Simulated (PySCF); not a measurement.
**Dipole moment and polarisability of `COC(C)=S`**

C₃H₆OS.
SMILES with atom numbers: `[CH3:1][O:2][C:3]([CH3:4])=[S:5]` (hydrogens: H6, H7, H8 on C1; H9, H10, H11 on C4)

Cartesian coordinates in Å at the GFN2-xTB level; atoms count from 1:
```xyz
11
C3H6OS angstrom
C      1.845   -0.018   -0.213
O      0.487    0.035   -0.602
C     -0.436    0.011    0.349
C     -1.830    0.040   -0.187
S     -0.099   -0.065    1.942
H      2.428    0.020   -1.130
H      2.089    0.829    0.433
H      2.049   -0.942    0.335
H     -1.848    0.515   -1.165
H     -2.195   -0.983   -0.293
H     -2.485    0.561    0.504
```

Level: CAM-B3LYP/def2-SVPD (PySCF), static field, nuclei fixed, core orbitals frozen in the response. The polarisability tensor in these axes (au):

```
x   68.40  0.08 -0.98
y    0.08 48.13 -0.84
z   -0.98 -0.84 73.13
```

**Question.** What are the eigenvalues, a third of the trace, and Δα (Δα² = ½Σ(αi − αj)² over the three pairs)?

**Answer.** Principal values 48.10, 68.20 and 73.35 au; mean 63.22 au = 9.37 Å³ = 10.42 × 10⁻⁴⁰ C²·m²/J; Δα = 23.11 au (37 % of the mean).

**Question.** What is the dipole moment, and where does it point?

**Answer.** (0.42, 0.02, -2.20) D, 2.24 D in size, pointing from the negative to the positive side. Measured along this direction, the outermost atoms are S5 at the negative end and H6 at the positive end.

**Question.** Find the Langevin capture rate constant for O2+ (31.990 u) meeting this molecule (90.014 u), k = 2.342 × 10⁻⁹ cm³/s × √(α in Å³ / reduced mass in u).

**Answer.** The reduced mass is 23.60 u, so k = 1.48 × 10⁻⁹ cm³/s. The formula leaves out the permanent dipole, which adds to the capture rate.

**Question.** Form Σ f/ω² (atomic units) for the 8 lowest TDDFT singlets, given as eV and f, and set it beside the mean polarisability, which is this sum over all singlets: 3.42, 0.0001; 5.68, 0.1769; 6.26, 0.0723; 6.68, 0.0138; 6.75, 0.0008; 7.18, 0.0139; 7.22, 0.0442; 7.36, 0.0003.

**Answer.** They add up to 6.50 au, 10.3 % of the 63.22 au; the largest single term is 4.06 au, from the state at 5.68 eV. Terms in order: 0.01, 4.06, 1.37, 0.23, 0.01, 0.20, 0.63, 0.00 au. Higher excitations give the rest. The strengths listed sum to 0.322.

**Question.** Molar refractivity from α?

**Answer.** Lorentz–Lorenz: R = (4π/3)N_A α = 2.5225 cm³/(mol·Å³) × 9.37 Å³ = 23.6 cm³/mol, in the limit of long wavelengths.

**Question.** Along which axes do the principal values lie, and how far do the nuclei extend along each?

**Answer.** Largest value along (-0.19, -0.03, 0.98), where the nuclei span 3.51 Å; middle along (0.98, 0.00, 0.19), 4.50 Å; least along (0.00, 1.00, 0.03), 1.82 Å. The strongest response doesn't lie along the longest of the three spans.

**Question.** What would n − 1 = 2πNα be for an ideal gas of these molecules at 500 K and 1 atm, electronic part alone?

**Answer.** N = p/kT = 1.4678 × 10¹⁹ cm⁻³, so n − 1 = 2π × N × 9.37 × 10⁻²⁴ cm³ = 864 × 10⁻⁶ at long wavelengths.

Isolated species at its GFN2-xTB geometry (one conformer only).

These values come from a run that also computed excited states. The run took 29 s wall on Arm Neoverse N1, one thread, no GPU, shared host.
